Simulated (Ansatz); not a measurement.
Process, species as SMILES: FOF → F atom + [O]F (O-F)
B3LYP-D3(BJ)/def2-TZVP geometries, fixed; electronic energies without zero-point terms.

Basis-set convergence of the bond dissociation energy at MP2 with Ansatz (a program for electronic structure). Cartesian d functions, on some or all atoms, in 6-31+G*; all else is spherical. Cores are frozen. A restricted Hartree-Fock determinant is unstable towards unrestricted orbitals. Open shells are unrestricted. No added dispersion term, no relativity. Functions are those of the species that has most. Reference: Hartree-Fock in aug-cc-pVQZ plus the correlation part extrapolated as X^-3 from aug-cc-pVTZ and aug-cc-pVQZ, 49.84 kcal/mol, itself unsure by roughly 0.41 kcal/mol (a third of the extrapolation step and of the last Hartree-Fock step).

| basis | functions | bond dissociation energy (kcal/mol) |
|---|---|---|
| STO-3G | 15 | 32.94 |
| 3-21G | 27 | [?] |
| 6-31G | 27 | 23.97 |
| pcseg-0 | 27 | 25.70 |
| def2-SVP | 42 | 37.57 |
| pcseg-1 | 42 | 37.18 |
| 6-311G** | 54 | 36.29 |
| 6-31+G* | 57 | [?] |
| def2-SVPD | 69 | 40.13 |
| 6-311++G(2d,2p) | 81 | 42.40 |
| pcseg-2 | 90 | [?] |
| def2-TZVPP | 93 | 45.45 |
| 6-311++G(3df,3pd) | 117 | 45.99 |
| aug-cc-pVTZ | 138 | 47.55 |
| aug-pcseg-2 | 138 | [?] |
| cc-pVQZ | 165 | 47.72 |
| def2-QZVPPD | 198 | 47.98 |
| aug-cc-pVQZ | 240 | 48.80 |

### Question
Complete the blanks.

### Answer

- 3-21G, bond dissociation energy (kcal/mol): 32.90
- 6-31+G*, bond dissociation energy (kcal/mol): 41.19
- pcseg-2, bond dissociation energy (kcal/mol): 46.06
- aug-pcseg-2, bond dissociation energy (kcal/mol): 47.37
